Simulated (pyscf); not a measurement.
Elementary routes open to •H₂Si–O–SiH₃ + H₂O in the gas phase (doublet surface):
A. HO–SiH•–O–SiH₃ + H₂ (H–Si, H–O broken; O–Si, H–H formed)
B. HO–SiH₂–O–SiH₃ + H• (H–O broken; O–Si formed)

Structures and frequencies: ωB97X-D3(BJ)/def2-SVP in PySCF.

Q: Rank the routes by free-energy barrier at 298 K, lowest first, for ωB97M-D3(BJ)/def2-TZVP energies (ideal gas, 1 atm, RRHO with modes under 100 cm⁻¹ raised to 100, one conformer, R ln 2 for chiral ones without a mode under 150 cm⁻¹).

A: B (28.5 kcal/mol), A (40.8 kcal/mol)

Route B is the fastest of these, ahead of the next by 12.4 kcal/mol. The most stable products are those of A (ΔG = -20.7 kcal/mol), whose barrier is 12.4 kcal/mol higher: the kinetic and the thermodynamic product differ. At 1200 K B is still the fastest. B: On the reactant side the descent ends in a complex (not fully relaxed), 4.9 kcal/mol under the separated species and 23.6 kcal/mol under the saddle at ωB97X-D3(BJ)/def2-TZVP. Only these routes are compared; each barrier is that of the saddle found, and lower ones may exist.
